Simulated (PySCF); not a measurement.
## Computed data sheet: `F[C@@H](C)/C=C\C`

Compound: C₅H₉F.
Structure used (PBE0-D3(BJ)/def2-SVP), in Å, numbered top down from 1:
```xyz
15
C5H9F angstrom
C      2.0525    0.1785   -0.5317
C      1.3210   -0.5009    0.5789
C      0.0097   -0.7472    0.6694
C     -1.0485   -0.3770   -0.3208
C     -1.8934    0.7948    0.1341
F     -1.8831   -1.4719   -0.4933
H      1.4013    0.4578   -1.3712
H      2.5435    1.0977   -0.1708
H      2.8550   -0.4687   -0.9220
H      1.9461   -0.8266    1.4190
H     -0.3763   -1.2512    1.5632
H     -0.6032   -0.1563   -1.3057
H     -2.3445    0.5836    1.1153
H     -1.2778    1.7018    0.2228
H     -2.7024    0.9841   -0.5871
```

Structural features include: C=C double bond and C–F bond.

**PBE0-D3(BJ)/def2-SVP geometry optimisation, gas phase (PySCF)**

| Quantity | Value |
| --- | --- |
| Point group | C1 |
| Rotational constants A, B, C | 6.131, 2.000, 1.821 GHz |

CAM-B3LYP/def2-SVPD ground state, ΔSCF and vertical TDDFT (core frozen in the response) (PySCF):

| Property | Result |
| --- | --- |
| Dipole moment | 2.35 D |
| HOMO energy | -8.75 eV |
| LUMO energy | 1.19 eV |
| HOMO–LUMO gap | 9.94 eV |
| Lowest singlet excitation | 7.09 eV (175 nm, f = 0.119) |
| Strongest line among the 10 lowest singlet transitions | S2 at 7.28 eV (170 nm, f = 0.363) |
| Lowest triplet excitation (Tamm–Dancoff) | 4.32 eV |
| Static isotropic polarisability | 64.3 au |
| Vertical ionisation energy | 9.61 eV |
| Electronic spatial extent ⟨r²⟩ about the centre of nuclear charge | 729 bohr² |

**HF/pcSseg-2 ground state and GIAO shieldings, non-relativistic (PySCF)**

| Quantity | Value |
| --- | --- |
| 13C chemical shifts (computed TMS as zero) by class | 140.9 (C3), 136.6 (C2), 78.7 (C4), 24.0 (C5), 14.3 (C1) ppm |
| 1H chemical shifts (computed TMS as zero) by class | 5.69 (H11), 5.69 (H10), 5.08 (H12), 1.70 (H7/H8/H9), 1.26 (H13/H14/H15) ppm |
| Isotropic shieldings of nuclei other than C and H, by class | 406 (F6) ppm |

**B3LYP/pcJ-1 indirect spin-spin coupling, non-relativistic, gas phase; spin–dipole term left out for some pairs (PySCF)**

| Quantity | Value |
| --- | --- |
| Largest of the computed one-bond spin–spin couplings (means over like bonds) | 19F–13C -218.4 (F6–C4), 13C–1H +164.9 (C3–H11), 13C–1H +160.9 (C2–H10), 13C–1H +152.1 (C4–H12), 13C–1H +134.0 (C5–H13 and 2 like it), 13C–1H +132.9 (C1–H7 and 2 like it), 13C–13C +78.0 (C2–C3), 13C–13C +51.9 (C3–C4) Hz |

**delta-SCF UKS SCAN, pcX-2 on the ionised atom, pcseg-1 elsewhere, spin-free X2C (PySCF)**

| Item | Value |
| --- | --- |
| Core binding energies | C1s 290.3 (C3), C1s 290.5 (C2), C1s 290.8 (C5), C1s 291.0 (C1), C1s 292.9 (C4), F1s 691.8 (F6) eV |

Monoisotopic mass from the formula: 88.0688 u.

No computed singlet falls in the visible range (750 to 380 nm, 1.65 to 3.26 eV); S1 lies 3.83 eV above its blue end. The rotational constants make it an asymmetric top with κ = (2B − A − C)/(A − C) = -0.92, nearer the prolate limit (−1). The dipole matches unit charges of opposite sign 0.49 Å apart (1 e·Å = 4.8032 D). With B = h/(8π²I), that is 505.379 GHz u Å² over I, the principal moments of inertia are 82.4, 252.7 and 277.5 u Å² (most abundant isotopes). The ΔSCF ionisation energy exceeds −ε(HOMO) by 0.86 eV with CAM-B3LYP. The principal polarisabilities are 53.3, 58.6 and 81.0 au; their mean is the isotropic value. In wavenumbers S1 is 57200 cm⁻¹ (1 eV = 8065.54 cm⁻¹).

 NMR classes are plain means over equivalent atoms (diastereotopic ones count apart unless rotation or inversion swaps them), as if these changed places fast; in this geometry the members of some classes differ.

One conformer stands for the species.
